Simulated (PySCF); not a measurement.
## CF at r²SCAN

Level: r²SCAN. basis C def2-TZVPP, F def2-TZVPP; no relativity; PySCF 2.14.

For CF, the state is ²Π (doublet), unpaired electrons π ↑, the bond length is 1.278 Å and the harmonic wavenumber is 1297 cm⁻¹. The force constant is 7.29 mdyn/Å and the rotational constant Be is 1.404 cm⁻¹. The anharmonicity ωexe is 10.6 cm⁻¹ and the vibration–rotation constant αe is 0.0179 cm⁻¹. The well depth De to C + F is 134.6 kcal/mol. The dissociation energy D0 is 132.7 kcal/mol and the bond order (Mayer) is 1.23. The dipole moment (positive dipole means C(−)F(+)) is 0.83 D.

The state is the lowest determinant that a PBE0 search found; another state may lie lower at other levels.
